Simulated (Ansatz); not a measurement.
A nudged elastic band was laid between two geometries of AlBH$_{5}$Si (8 atoms, charge 0, multiplicity 2).

Method: Ansatz 0.2.0, UKS PBE/def2-SVP.

* movable images: 5
* climbing image: yes
* spring: 5.0 eV/Å²
* optimiser: quadratic models (default)
* start path: through a guess of the saddle point
* force threshold: 0.03 eV/Å
* iteration limit: 60
* end points: relaxed

Initial state:

```xyz
8
Properties=species:S:1:pos:R:3
B -1.875 0.628 -1.328
Al 0.017 0.947 -0.652
Si 0.847 -0.758 0.928
H -3.003 0.362 -1.679
H 0.876 2.216 -1.121
H 1.176 -0.136 2.266
H 2.114 -1.399 0.411
H -0.152 -1.860 1.175
```

Final state:

```xyz
8
Properties=species:S:1:pos:R:3
B -1.932 0.988 -0.981
Al 0.070 0.621 -0.966
Si 0.846 -0.759 0.927
H -3.129 1.156 -0.911
H 1.041 1.195 -2.105
H -0.275 -1.177 1.844
H 1.859 -0.008 1.760
H 1.520 -2.017 0.432
```

(1) Which bonds break or form, and what moves?

(2) Give the energies along the band, and the barrier.

(3) What is the geometry of the highest image?

## Answers

(1) No bond is made or broken. The dihedral B1–Al2–Si3–H8 goes from 1 to 121°. The two ends are copies of one structure, up to a mirror image or an exchange of like atoms.

(2) The run converged. The highest image is number 3 of 0 to 6, 0.4 kcal/mol above the ends, which have the same energy within 2 meV. A vibrational analysis at the climbing image gives one clearly imaginary mode, 58i cm⁻¹: a first-order saddle point.

```
image  path coordinate (Å)  energy (kcal/mol)  dihedral B1–Al2–Si3–H8 (°)
    0                 0.00                0.0                           1
    1                 0.68                0.1                          21
    2                 1.36                0.3                          41
    3                 2.04                0.4                          61
    4                 2.70                0.2                          81
    5                 3.37                0.1                         101
    6                 4.03                0.0                         121
```

(3) 
```xyz
8
Properties=species:S:1:pos:R:3
B -1.951 0.799 -1.127
Al 0.066 0.753 -0.848
Si 0.872 -0.746 0.943
H -3.158 0.786 -1.228
H 1.030 1.650 -1.763
H 0.265 -0.385 2.278
H 2.372 -0.674 1.089
H 0.504 -2.181 0.655
```

Time of the run: 78 s on 2 threads of Arm Neoverse V1 (shared host), peak memory 0.16 GiB.
